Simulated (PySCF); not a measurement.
Species: C3H6S.
Numbering: `[CH2:1]=[CH:2][S:3][CH3:4]` (hydrogens: H5, H6 on C1; H7 on C2; H8, H9, H10 on C4)

Geometry (PBE0-D3(BJ)/def2-SVP, Å), atoms numbered from 1 in this order:
```xyz
10
C3H6S angstrom
C      1.4937   -0.3361   -0.2151
C      1.0178    0.6405    0.5665
S     -0.6349    1.1029    0.8715
C     -1.5514   -0.0649   -0.1428
H      2.5722   -0.4892   -0.2925
H      0.8519   -1.0043   -0.7931
H      1.7070    1.2827    1.1262
H     -1.3722   -1.1010    0.1815
H     -1.2903    0.0420   -1.2064
H     -2.6151    0.1734   -0.0094
```

Linear response at CAM-B3LYP/def2-SVPD (PySCF, frozen core in the response, non-relativistic). Isolated species at its PBE0-D3(BJ)/def2-SVP geometry (one conformer only).

Static isotropic polarisability: 59.97 au (8.89 Å³), principal values 44.1, 60.5, 75.3 au.

(1) What is the polarisability at 1064 nm and at the sodium D line?

(2) What is the isotropic C6 coefficient between two such molecules, C6 = (3/π)∫α(iω)² dω?

(3) Which effective excitation energy ω̄ makes London's formula C6 = (3/4)α²ω̄ exact here?

(4) What three-body coefficient follows from the one-pole estimate C9 = (3/4)·α·C6?

(5) How many electrons N does the Slater–Kirkwood formula C6 = (3/4)·√N·α^(3/2) need to give this C6?

(6) How anisotropic is the static polarisability, by Δα² = ½[(α1 − α2)² + (α2 − α3)² + (α3 − α1)²]?

(7) What n − 1 at the D line would an ideal gas of it have at 273.15 K and 1 atm (2.6868 × 10¹⁹ cm⁻³), by n − 1 = 2π·N·α′?

Results:

(1) 60.65 au at 1064 nm (+1.1 %), 62.30 au at 589.3 nm (+3.9 %). The rise at 589.3 nm is 3.44 times that at 1064 nm; a pure ω² law gives 3.26. The lowest singlet lies at 226 nm, shorter than both wavelengths.

(2) 1340 au (Eh·bohr⁶) by a ten-point quadrature over imaginary frequencies, which is 800 eV·Å⁶ or 77.2 J·nm⁶/mol.

(3) ω̄ = 4·C6/(3α²) = 0.497 Eh = 13.5 eV. A one-pole form α(ω) = α/(1 − ω²/ω̄²) fitted to the 1064 nm value gives 11.0 eV.

(4) 60300 au. This is an estimate from the two numbers above, not a computed integral.

(5) N = (4·C6/3)²/α³ = 14.8; the species has 40 electrons in all.

(6) Δα = 27.0 au, or 0.45 of the isotropic value.

(7) 15.59 × 10⁻⁴, a formal value whether or not that pressure can be reached.

Rough CPU time on one thread of a shared machine: about 22 s. This is the whole response run at CAM-B3LYP/def2-SVPD, SCF included.
